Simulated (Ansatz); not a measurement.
Energy needed to pull apart CH5NSi, closed shell, into free ground-state atoms, from the structure below (displaced at random from a GFN2-xTB minimum); no zero-point or spin–orbit terms; open-shell atoms are treated unrestricted, in their ground-state multiplicity.

| atom | x (Å) | y (Å) | z (Å) |
| --- | --- | --- | --- |
| C1 | -0.9146 | 0.7369 | -0.9686 |
| N2 | -0.6030 | -0.3918 | -0.4254 |
| Si3 | 0.9057 | -0.5720 | 0.8363 |
| H4 | -1.6507 | 0.3380 | -1.6286 |
| H5 | -0.5989 | 1.7134 | -0.9753 |
| H6 | 0.2834 | 0.4579 | 2.1834 |
| H7 | 2.1472 | -0.1653 | 0.4529 |
| H8 | 0.7774 | -1.9262 | 1.1103 |

Computed with Ansatz 0.2.0 (basis: def2-TZVPP); correlated methods freeze the cores.

```json
{"method": "SPW92", "atomization energy (kcal/mol)": "?"}
{"method": "PBE-D4", "atomization energy (kcal/mol)": "620.2"}
{"method": "BLYP-D4", "atomization energy (kcal/mol)": "?"}
{"method": "r2SCAN-D4", "atomization energy (kcal/mol)": "606.1"}
{"method": "PBE0-D4", "atomization energy (kcal/mol)": "604.7"}
{"method": "wB97M-V", "atomization energy (kcal/mol)": "610.5"}
{"method": "HF", "atomization energy (kcal/mol)": "416.1"}
{"method": "MP2", "atomization energy (kcal/mol)": "593.2"}
{"method": "CCSD", "atomization energy (kcal/mol)": "580.2"}
{"method": "CCSD(T)", "atomization energy (kcal/mol)": "590.7"}
```

(1) What does BLYP-D4 give? (To be estimated.)

(2) What does SPW92 give? (To be estimated.)

T1 diagnostic: at most 0.016. The restricted Hartree–Fock reference is unstable towards an unrestricted one here.

Results:

(1) By the calculation: 616.8 kcal/mol, which is about 26.1 kcal/mol more than CCSD(T)/def2-TZVPP.

(2) Computed: 693.2 kcal/mol, which is about 102.4 kcal/mol more than CCSD(T)/def2-TZVPP.

In triple zeta the MP2 and coupled-cluster atomization energies are still short of their basis limit by a few kcal/mol a bond, whereas those of the functionals are nearly converged, so these differences are not deviations from converged CCSD(T).

For scale, one of the runs: CCSD(T)/def2-TZVPP forces, 174 basis functions (an equivalent command: `ansatz run in.yaml --threads 4`). Hardware: 4 CPU threads, shared host. Wall time 120 s; peak host memory 2.9 GiB.
